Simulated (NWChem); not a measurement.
**Exact exchange and the dipole moment of NH**

NH: 2 atoms, total charge 0, spin state triplet. SMILES: `[NH]`. Geometry: the measured bond length.

The dipole moment y, in D, basis aug-cc-pVTZ; a is the functional's share of exact exchange. Programs: NWChem 7.3.0.

| functional | program | a | y (D) |
| --- | --- | --- | --- |
| U-r2SCAN | NWChem | 0 | 1.52 |
| UPBE | NWChem | 0 | 1.48 |
| UB3LYP | NWChem | 0.2 | 1.52 |
| UPBE0 | NWChem | 0.25 | ? |
| UBHLYP | NWChem | 0.5 | 1.57 |

Q: Fit y = c + s·a to the known rows and predict UPBE0.

A: 
1. Means of the 4 rows: a = 0.1750, y = 1.522.
2. Σ(Δa)² = 0.1675, Σ(Δa·Δy) = 0.02325, so the slope is 0.02325/0.1675 = 0.13881.
3. Intercept: 1.522 − (0.13881) × 0.1750 = 1.498. The largest residual of the fit is 0.022.
4. UPBE0: 1.498 + (0.13881) × 0.25 = 1.53 D.

The run gave 1.53 D, so the prediction is off by 0.00 D: they agree to the digits shown. More exact exchange makes the molecule more polar here.
